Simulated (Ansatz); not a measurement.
## Bend profile

CH5AlMg, singlet, at its PBE0-D4/def2-TZVP minimum:

| atom | x (Å) | y (Å) | z (Å) |
| --- | --- | --- | --- |
| Mg1 | -1.5848 | 0.8099 | -0.7160 |
| C2 | 0.1790 | 0.6074 | 0.3806 |
| Al3 | 1.0534 | -1.0802 | 0.2437 |
| H4 | -3.0296 | 1.0269 | -1.5925 |
| H5 | -0.1505 | 0.8388 | 1.4020 |
| H6 | 0.7883 | 1.4386 | 0.0022 |
| H7 | 2.0914 | -1.3607 | -0.9336 |
| H8 | 0.6527 | -2.2806 | 1.2135 |

The angle Mg1–C2–H6 (102.4° at the minimum) is set to the values below, Mg1, with anything bonded beyond it, turning rigidly in the plane of the angle. Each method's energies count from its own value at the PBE0-D4 minimum structure. Computed with Ansatz 0.2.0 (basis: def2-TZVPP); correlated methods freeze the cores. The outer core shell of Li, Na, Mg and K is correlated. The def2 sets are not built for correlating such inner shells, so the correlated values are less sure here. B3LYP uses VWN-RPA correlation.

```json
{"angle (°)": "78.4", "CCSD(T) (eV)": "0.150", "wB97M-V (eV)": "0.163", "B3LYP-D4 (eV)": "0.164", "r2SCAN-D4 (eV)": "0.153"}
{"angle (°)": "84.4", "CCSD(T) (eV)": "0.081", "wB97M-V (eV)": "0.089", "B3LYP-D4 (eV)": "0.089", "r2SCAN-D4 (eV)": "0.083"}
{"angle (°)": "90.4", "CCSD(T) (eV)": "0.034", "wB97M-V (eV)": "0.038", "B3LYP-D4 (eV)": "0.038", "r2SCAN-D4 (eV)": "0.036"}
{"angle (°)": "96.4", "CCSD(T) (eV)": "0.008", "wB97M-V (eV)": "0.009", "B3LYP-D4 (eV)": "0.009", "r2SCAN-D4 (eV)": "0.008"}
{"angle (°)": "102.4", "CCSD(T) (eV)": "0.000", "wB97M-V (eV)": "0.000", "B3LYP-D4 (eV)": "0.000", "r2SCAN-D4 (eV)": "0.000"}
{"angle (°)": "108.4", "CCSD(T) (eV)": "0.012", "wB97M-V (eV)": "0.012", "B3LYP-D4 (eV)": "0.012", "r2SCAN-D4 (eV)": "0.010"}
{"angle (°)": "114.4", "CCSD(T) (eV)": "0.043", "wB97M-V (eV)": "0.044", "B3LYP-D4 (eV)": "0.045", "r2SCAN-D4 (eV)": "0.039"}
{"angle (°)": "120.4", "CCSD(T) (eV)": "0.095", "wB97M-V (eV)": "0.096", "B3LYP-D4 (eV)": "0.098", "r2SCAN-D4 (eV)": "0.086"}
{"angle (°)": "126.4", "CCSD(T) (eV)": "0.166", "wB97M-V (eV)": "0.167", "B3LYP-D4 (eV)": "0.170", "r2SCAN-D4 (eV)": "0.150"}
```

Minimum and curvature along this coordinate at CCSD(T): A fifth-order fit through the nearest points gives 101.8°, with a curvature of about 0.53 meV/deg².

Largest difference from the CCSD(T) curve over the scan: PBE-D4 0.020; PBE0-D4 0.018; HF 0.046; MP2 0.008 eV. Each curve counts from its own value at the minimum.

No T1 diagnostic of these runs exceeds 0.010.

For scale, one of the runs: CCSD(T)/def2-TZVPP, 175 basis functions (an equivalent command: `ansatz run in.yaml --threads 2`). Time: 36 s of wall clock on 2 CPU threads; the host was shared. Peak host memory: 1.6 GiB.
